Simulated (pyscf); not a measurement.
Structures and frequencies: ωB97X-D3(BJ)/def2-SVP in PySCF.

Problem. Estimate by transition-state theory the rate constant of O=V(F)(F)–F (SMILES [O]=[V]([F])([F])[F]) + H₂ (SMILES [H][H]) -> O=VH(F)–F (SMILES [O]=[VH]([F])[F]) + HF (SMILES F) (singlet surface; F–V, H–H broken, H–V, F–H formed) at 1200 K, with ωB97M-D3(BJ)/def2-TZVP energies (ideal gas, 1 atm, RRHO with modes under 100 cm⁻¹ raised to 100, one conformer, R ln 2 for chiral ones without a mode under 150 cm⁻¹; no tunnelling).

Solution. The electronic barrier is 37.2 kcal/mol and the thermal terms add +35.0, so ΔG‡ = 72.2 kcal/mol. With k_BT/h = 2.50e+13 s⁻¹ and RT = 2.385 kcal/mol, and a volume of 1.64e-19 cm³ per molecule at 1 atm, k = 2.8e-19 cm³ molecule⁻¹ s⁻¹. Wigner's tunnelling factor for 966i cm⁻¹ would be 1.06. A shift of 1 kcal/mol in the barrier changes k by a factor 1.5. At the saddle there is also a short H–V contact that neither side keeps. This is the saddle that the search found; another between the same sides may lie lower.
